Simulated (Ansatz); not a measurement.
# CH3S2: the cost of one run

Program: Ansatz 0.2.0. Level of theory: RKS PBE/def2-SVP. These are calculated values, not measurements.

### Step 1. The starting structure

Bond lengths: C1–S2 1.801 Å, C1–S3 1.810 Å, S2–S3 2.057 Å, C1–H4 1.087 Å, C1–H5 1.086 Å, S3–H6 1.373 Å. Angles: C1–S2–S3 55.5°, S2–C1–S3 69.5°, S2–C1–H4 116.6°, S2–C1–H5 118.0°, S3–C1–H4 114.6°, S3–C1–H5 117.0°, H4–C1–H5 114.1°, C1–S3–S2 55.1°, C1–S3–H6 98.4°, S2–S3–H6 101.8°.

Coordinates:

```xyz
6

C    -0.3591    0.0566   -0.5238
S     1.0585   -1.0539   -0.4945
S     0.0316   -0.4292    1.1749
H    -1.2898   -0.3522   -0.9078
H    -0.1877    1.0948   -0.7920
H     0.7465    0.6839    1.5431
```

### Step 2. Relaxing end A

Contents of input.yaml:

```yaml
crystal:
  periodic: [false, false, false]
  atoms:
    - { symbol: C, position_ang: [-0.35911, 0.0566, -0.52379] }
    - { symbol: S, position_ang: [1.05852, -1.05389, -0.49453] }
    - { symbol: S, position_ang: [0.03157, -0.4292, 1.17495] }
    - { symbol: H, position_ang: [-1.28981, -0.35221, -0.9078] }
    - { symbol: H, position_ang: [-0.1877, 1.09479, -0.79195] }
    - { symbol: H, position_ang: [0.74653, 0.6839, 1.54312] }
total_charge: 1
basis:
  gaussian: { orbitals: def2-SVP }
hamiltonian:
  xc: pbe
relax:
  f_tol: 0.02
  max_steps: 50
```

Started as:

```bash
> ansatz run input.yaml --threads 1 --pin off --max-ram 2048MiB --backend cpu --events-out ev --progress --plain --runs-dir out
```

**Question.** How long does this run take on 1 thread of Arm Neoverse V2, shared host, and how much memory does it need?

About 7.5 s, with a peak of 0.11 GiB.
